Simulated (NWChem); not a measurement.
System: Al cation, singlet

NWChem printed, in part:

```
             Northwest Computational Chemistry Package (NWChem) 7.3.0
             --------------------------------------------------------

                             Geometry "geometry" -> ""
                             -------------------------

 Output coordinates in angstroms (scale by  1.889725989 to convert to a.u.)

  No.       Tag          Charge          X              Y              Z
 ---- ---------------- ---------- -------------- -------------- --------------
    1 Al                  13.0000     0.00000000     0.00000000     0.00000000

 Effective nuclear repulsion energy (a.u.)       0.0000000000

  pbe96 is a nonlocal functional; adding pw91lda local functional.

                                 NWChem DFT Module
                                 -----------------

 Summary of "ao basis" -> "ao basis" (spherical)
 ------------------------------------------------------------------------------
       Tag                 Description            Shells   Functions and Types
 ---------------- ------------------------------  ------  ---------------------
 Al                         pcseg-1                  8       18   4s3p1d

            General Information
            -------------------
          SCF calculation type: DFT
          Wavefunction type:  closed shell.
          No. of atoms     :     1
          No. of electrons :    12
           Alpha electrons :     6
            Beta electrons :     6
          Charge           :     1
          Spin multiplicity:     1
          Use of symmetry is: off; symmetry adaption is: off
          Maximum number of iterations: 150
          AO basis - number of functions:    18
                     number of shells:     8
          Convergence on energy requested:  1.00D-06
          Convergence on density requested:  1.00D-05
          Convergence on gradient requested:  5.00D-04

              XC Information
              --------------
          PerdewBurkeErnzerhof Exchange Functional  1.000
            Perdew 1991 LDA Correlation Functional  1.000 local
           PerdewBurkeErnz. Correlation Functional  1.000 non-local

             Grid Information
             ----------------
          Grid used for XC integration:  medium
          Radial quadrature: Mura-Knowles
          Angular quadrature: Lebedev.
          Tag              B.-S. Rad. Rad. Pts. Rad. Cut. Ang. Pts.
          ---              ---------- --------- --------- ---------
          Al                  1.25       88           8.0       590
          Grid pruning is: on
          Number of quadrature shells:    88
          Spatial weights used:  Erf1

      Superposition of Atomic Density Guess
      -------------------------------------

 Sum of atomic energies:        -241.84936416

 Renormalizing density from      13.00 to     12

      Non-variational initial energy
      ------------------------------

 Total energy =    -229.884147
 1-e energy   =    -310.770803
 2-e energy   =      80.886656
 HOMO         =      -0.819482
 LUMO         =      -0.357167

     ---------------------------------------------
      Total Density - Mulliken Population Analysis
     ---------------------------------------------

    Atom       Charge   Shell Charges
 -----------   ------   -------------------------------------------------------
    1 Al  13    12.00   2.00  2.01  1.82  0.18  6.05 -0.05  0.01  0.00

   convergence    iter        energy       DeltaE   RMS-Dens  Diis-err
 ---------------- ----- ----------------- --------- --------- ---------
 d= 0,ls=0.0,diis     1   -241.9524808709 -2.42D+02  5.03D-02  4.35D-01
 d= 0,ls=0.0,diis     2   -241.9893721132 -3.69D-02  1.06D-02  1.65D-02
 d= 0,ls=0.0,diis     3   -241.9909390668 -1.57D-03  5.70D-04  1.05D-05
 d= 0,ls=0.0,diis     4   -241.9909409454 -1.88D-06  9.49D-06  1.04D-09
 d= 0,ls=0.0,diis     5   -241.9909409458 -4.01D-10  1.74D-08  1.12D-14

         Total DFT energy =     -241.990940945751
      One electron energy =     -332.821033804502
           Coulomb energy =      109.032715132866
    Exchange-Corr. energy =      -18.202622274116
 Nuclear repulsion energy =        0.000000000000

 Numeric. integr. density =       12.000000000055

                       DFT Final Molecular Orbital Analysis
                       ------------------------------------

 Vector    4  Occ=2.000000D+00  E=-2.868166D+00
              MO Center= -2.6D-17,  8.9D-18,  5.2D-17, r^2= 1.3D-01
   Bfn.  Coefficient  Atom+Function         Bfn.  Coefficient  Atom+Function
  ----- ------------  ---------------      ----- ------------  ---------------
     7      0.767783  1 Al pz                 6      0.628128  1 Al py
     5      0.086799  1 Al px

 Vector    5  Occ=2.000000D+00  E=-2.868166D+00
              MO Center=  4.1D-17,  3.2D-18, -2.3D-17, r^2= 1.3D-01
   Bfn.  Coefficient  Atom+Function         Bfn.  Coefficient  Atom+Function
  ----- ------------  ---------------      ----- ------------  ---------------
     6      0.636703  1 Al py                 7     -0.577693  1 Al pz
     5      0.502443  1 Al px

 Vector    6  Occ=2.000000D+00  E=-5.414666D-01
              MO Center=  4.1D-15,  3.4D-15,  6.9D-15, r^2= 1.9D+00
   Bfn.  Coefficient  Atom+Function         Bfn.  Coefficient  Atom+Function
  ----- ------------  ---------------      ----- ------------  ---------------
     3      0.909778  1 Al s                  2     -0.480303  1 Al s
     4      0.217241  1 Al s                  1      0.075607  1 Al s

 Vector    7  Occ=0.000000D+00  E=-3.340500D-01
              MO Center=  9.8D-16,  1.3D-15, -5.1D-15, r^2= 2.8D+00
   Bfn.  Coefficient  Atom+Function         Bfn.  Coefficient  Atom+Function
  ----- ------------  ---------------      ----- ------------  ---------------
    10      0.842722  1 Al pz                 7     -0.251129  1 Al pz
    13      0.250601  1 Al pz                 9     -0.118752  1 Al py
     8     -0.052463  1 Al px                 6      0.035388  1 Al py
    12     -0.035313  1 Al py

 Vector    8  Occ=0.000000D+00  E=-3.340500D-01
              MO Center=  1.3D-15, -7.7D-16,  5.7D-16, r^2= 2.8D+00
   Bfn.  Coefficient  Atom+Function         Bfn.  Coefficient  Atom+Function
  ----- ------------  ---------------      ----- ------------  ---------------
     9      0.733830  1 Al py                 8     -0.427352  1 Al px
     6     -0.218679  1 Al py                12      0.218220  1 Al py
     5      0.127350  1 Al px                11     -0.127082  1 Al px
    10      0.076803  1 Al pz

 Vector    9  Occ=0.000000D+00  E=-3.340500D-01
              MO Center= -4.6D-15, -2.4D-15, -3.0D-17, r^2= 2.8D+00
   Bfn.  Coefficient  Atom+Function         Bfn.  Coefficient  Atom+Function
  ----- ------------  ---------------      ----- ------------  ---------------
     8      0.735970  1 Al px                 9      0.417643  1 Al py
     5     -0.219317  1 Al px                11      0.218856  1 Al px
     6     -0.124457  1 Al py                12      0.124195  1 Al py
    10      0.104670  1 Al pz                 7     -0.031191  1 Al pz
    13      0.031126  1 Al pz

     ---------------------------------------------
      Total Density - Mulliken Population Analysis
     ---------------------------------------------

    Atom       Charge   Shell Charges
 -----------   ------   -------------------------------------------------------
    1 Al  13    12.00   2.00  2.00  1.63  0.37  5.97  0.03 -0.00  0.00

     -------------------------------------------
      Total Density - Lowdin Population Analysis
     -------------------------------------------

    Atom       Charge   Shell Charges
 -----------   ------   -------------------------------------------------------
    1 Al  13    12.00   2.00  1.98  1.32  0.70  5.86  0.14  0.00  0.00
```

Level: PBE/pcseg-1. Low-valent species are run as closed-shell singlets; no triplet was tried in these runs.

**Question.** Which NWChem input produces such a log?

**Answer.** Several could match; the one computed here: the input that was run:
```
start job
memory heap 200 mb stack 900 mb global 1100 mb
charge 1
geometry units angstroms noautoz
  Al     0.000000     0.000000     0.000000
end
basis spherical
  Al library pcseg-1
end
dft
  xc xpbe96 cpbe96
  iterations 150
  mulliken
end
task dft energy
```
